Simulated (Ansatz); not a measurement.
C2H2F2O, SMILES `OC=C(F)F` from Hartree–Fock to CCSD(T)

Cartesian coordinates in Å:
```
O 1.2127 -0.2022 0.8154
C 0.2262 0.3641 0.0664
C -0.6785 -0.3802 -0.5457
F -0.7726 -1.6853 -0.4618
F -1.5898 0.1132 -1.3592
H 1.3865 0.3547 1.5782
H 0.2155 1.4357 -0.0934
```

Charge 0, multiplicity 1. Geometry: relaxed with PBE0-D4/def2-TZVP. It is one conformer, not always the lowest. Frozen core, restricted reference, the Gaussian-basis code of Ansatz. CBS rows extrapolate triple and quadruple zeta; past MP2 they add the triple-zeta difference.

```tsv
basis	HF (Eh)	MP2 corr.	CCSD corr.	(T)	CCSD(T) total
def2-SVP	-350.30860	-0.80596	-0.82956	-0.02056	-351.15872
def2-TZVPP	-350.74294	-1.04222	-1.05488	-0.03856	-351.83638
def2-QZVPP	-350.75863	-1.13074	–	–	–
CBS(def2)	-350.76079	-1.19631	-1.20896	as TZ	-352.00831
```
